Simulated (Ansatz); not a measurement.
# C5H7Cl: small, medium and large basis sets

How large a basis does C5H7Cl need? Two functionals are run in growing sets.

The runs use Ansatz 0.2.0, Gaussian basis; one geometry, several basis sets.

The runs, in order: PBE0-D4/def2-SVP; ωB97M-V/def2-SVP; PBE0-D4/def2-QZVPP; ωB97M-V/def2-QZVPP; the functionals' def2-TZVPP values are taken from earlier runs.

## Step 1: The relaxed structure

The geometry comes from an earlier relaxation with PBE0-D4 in a triple-zeta def2 set; it is a stationary point, not always the lowest conformer.

SMILES `C=C(C)C(=C)Cl`, 13 atoms, charge 0, spin multiplicity 1.

Atoms are counted from 1 here; the program's logs count them from 0.

Bond lengths: C1–C2 1.333 Å, C1–H7 1.083 Å, C1–H8 1.081 Å, C2–C3 1.500 Å, C2–C4 1.466 Å, C3–H9 1.093 Å, C3–H10 1.093 Å, C3–H11 1.089 Å, C4–C5 1.331 Å, C4–Cl6 1.738 Å, C5–H12 1.082 Å, C5–H13 1.081 Å. Angles: C2–C1–H7 120.4°, C2–C1–H8 122.0°, H7–C1–H8 117.7°, C1–C2–C3 121.1°, C1–C2–C4 122.5°, C3–C2–C4 116.4°, C2–C3–H9 111.3°, C2–C3–H10 111.3°, C2–C3–H11 110.2°, H9–C3–H10 107.4°, H9–C3–H11 108.2°, H10–C3–H11 108.2°, C2–C4–C5 124.9°, C2–C4–Cl6 117.2°, C5–C4–Cl6 117.9°, C4–C5–H12 120.5°, C4–C5–H13 121.5°, H12–C5–H13 118.1°.

## Step 2: PBE0-D4 in def2-SVP

Contents of in.yaml:

```yaml
crystal:
  periodic: [false, false, false]
  atoms:
    - {symbol: C, position_ang: [-1.105510, -1.451260, -0.352213]}
    - {symbol: C, position_ang: [-0.238357, -0.473284, -0.088503]}
    - {symbol: C, position_ang: [1.204851, -0.771073, 0.189217]}
    - {symbol: C, position_ang: [-0.630906, 0.938874, -0.052632]}
    - {symbol: C, position_ang: [0.192732, 1.952166, 0.204838]}
    - {symbol: Cl, position_ang: [-2.299456, 1.307436, -0.371714]}
    - {symbol: H, position_ang: [-0.778190, -2.483765, -0.370283]}
    - {symbol: H, position_ang: [-2.148977, -1.251948, -0.554552]}
    - {symbol: H, position_ang: [1.498457, -0.423462, 1.183466]}
    - {symbol: H, position_ang: [1.859132, -0.279113, -0.535664]}
    - {symbol: H, position_ang: [1.385128, -1.844275, 0.136919]}
    - {symbol: H, position_ang: [1.239145, 1.770229, 0.408872]}
    - {symbol: H, position_ang: [-0.157647, 2.974674, 0.217049]}
basis:
  gaussian: {orbitals: def2-SVP}
hamiltonian: {xc: pbe0, dispersion: d4}
output: {orbitals: {seedname: orbitals}}
```

Launch:

```
ansatz run in.yaml --threads 4 --pin off --events-out ev --progress --plain --max-ram 10444MiB
```

Further steps of the session: ωB97M-V in def2-SVP; PBE0-D4 in def2-QZVPP; ωB97M-V in def2-QZVPP.

**Question.** What will the summary of the whole plan be? Wanted: PBE0-D4: double and triple zeta above quadruple; ωB97M-V: double and triple zeta above quadruple.

As calculated:

| quantity | value |
| --- | --- |
| PBE0-D4: double and triple zeta above quadruple | 10.74, 0.65 eV |
| ωB97M-V: double and triple zeta above quadruple | 10.98, 0.63 eV |

**Reading.** PBE0-D4 gains 10.09 eV from double to triple zeta, then 0.65 eV more. Total energies overstate the basis error of differences, where much of it tends to cancel.
